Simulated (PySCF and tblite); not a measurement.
The numbers below are computed, except where a source is named.
2-butanone, C₄H₈O, numbered as in [CH3:1][CH2:2][C:3]([CH3:4])=[O:5]. Conformer-averaged GIAO shifts at 298.15 K against TMS at the same level, unscaled (PySCF, tblite), from 3 protocols:

A: shieldings PBE0/pcSseg-1 (IEF-PCM, chloroform); weights PBE0-D3(BJ)/def2-TZVP (IEF-PCM, chloroform) // PBE0-D3(BJ)/def2-SVP; 2 conformers.
B: shieldings B97-2/pcSseg-1 (IEF-PCM, chloroform); weights CAM-B3LYP-D3(BJ)/def2-TZVP (IEF-PCM, chloroform) // GFN2-xTB; 2 conformers.
C: shieldings PBE0/pcSseg-1; weights PBE0-D3(BJ)/def2-TZVP // PBE0-D3(BJ)/def2-SVP; 2 conformers.

```json
{"signal": "H1", "measured (ppm)": "1.06", "A": "0.96", "B": "1.05", "C": "0.99"}
{"signal": "H2", "measured (ppm)": "2.46", "A": "2.36", "B": "2.50", "C": "2.17"}
{"signal": "H4", "measured (ppm)": "2.14", "A": "2.18", "B": "2.23", "C": "2.07"}
{"signal": "C1", "measured (ppm)": "7.86", "A": "9.6", "B": "11.2", "C": "9.3"}
{"signal": "C2", "measured (ppm)": "36.89", "A": "39.0", "B": "39.9", "C": "37.7"}
{"signal": "C3", "measured (ppm)": "209.56", "A": "217.1", "B": "214.8", "C": "210.2"}
{"signal": "C4", "measured (ppm)": "29.49", "A": "31.9", "B": "32.6", "C": "30.6"}
```

Measured: Fulmer et al., Organometallics 2010, 29, 2176; solvent: CDCl3.

**Question.** Which protocol comes closest to experiment?

**Answer.** For ¹³C protocol C has the smallest mean absolute error. For ¹H protocol B has the smallest mean absolute error, but the gap to the next is too small to matter.
```
nucleus                           ppm     A     B     C
    ¹³C           mean absolute error   3.4   3.7   1.0
    ¹³C  scatter about the mean error   2.4   0.9   0.3
     ¹H           mean absolute error  0.08  0.05  0.14
     ¹H  scatter about the mean error  0.07  0.04  0.10
```

For scale, the study of CCC(C)=O took 84 s on 1 thread of Arm Neoverse V1, shared host (rough), launched as `OMP_NUM_THREADS=1 python ens_run.py task.json out`.
